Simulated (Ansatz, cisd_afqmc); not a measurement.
Species: CH4, charge 1, doublet. CH4+ (parent SMILES C, doublet).
B3LYP-D3(BJ)/def2-TZVP minimum from Ansatz (a program for electronic structure):
```xyz
5

C      0.0000     0.0000     0.0000
H     -0.9174    -0.1315    -0.6302
H      0.1902     1.0691    -0.2772
H     -0.3486    -0.6271     0.8609
H      1.0758    -0.3105     0.0464
```
Charge +1, spin multiplicity 2.

Total energies in cc-pVDZ, 7 correlated electrons, 1 frozen orbitals. Open shells are spin-unrestricted; no spin-orbit coupling. Cores are frozen in correlated methods. No relativity. AFQMC is phaseless with a CISD trial state; ± is one standard error, without the phaseless bias. Outlying blocks are dropped, and bars are widened where a walk drifts. Over all cases where full CI ran beside it in this data, AFQMC minus full CI had a median of +0.1 mEh and passed +0.4 mEh in a tenth of the cases. Full CI freezes restricted core orbitals and the other rows unrestricted ones, which leaves a small offset even where coupled cluster is exact. The spin of CH4+ (parent SMILES C, doublet) was assumed, and the state is the lowest solution found for it.

```json
[
 {"method": "HF", "program": "Ansatz", "energy (Eh)": "-39.76118", "error against FCI (mEh)": "162.05"},
 {"method": "MP2", "program": "Ansatz", "energy (Eh)": "-39.89533", "error against FCI (mEh)": "27.91"},
 {"method": "CCSD", "program": "Ansatz", "energy (Eh)": "-39.91926", "error against FCI (mEh)": "3.97"},
 {"method": "CCSD(T)", "program": "Ansatz", "energy (Eh)": "-39.92255", "error against FCI (mEh)": "0.68"},
 {"method": "CCSDT(Q)", "program": "Ansatz", "energy (Eh)": "-39.92323", "error against FCI (mEh)": "0.01"},
 {"method": "CCSDTQ", "program": "Ansatz", "energy (Eh)": "-39.92324", "error against FCI (mEh)": "-0.01"},
 {"method": "AFQMC/CISD", "program": "cisd_afqmc", "energy (Eh)": "-39.9230 ± 0.0001", "error against FCI (mEh)": "0.3 ± 0.1"},
 {"method": "FCI", "program": "Ansatz", "energy (Eh)": "-39.92323", "error against FCI (mEh)": "0.00"}
]
```

Rough core times of Ansatz's runs on a shared machine: CCSD(T) under 20 s, CCSDT(Q) under 20 s, CCSDTQ 80 s, FCI 4 min.
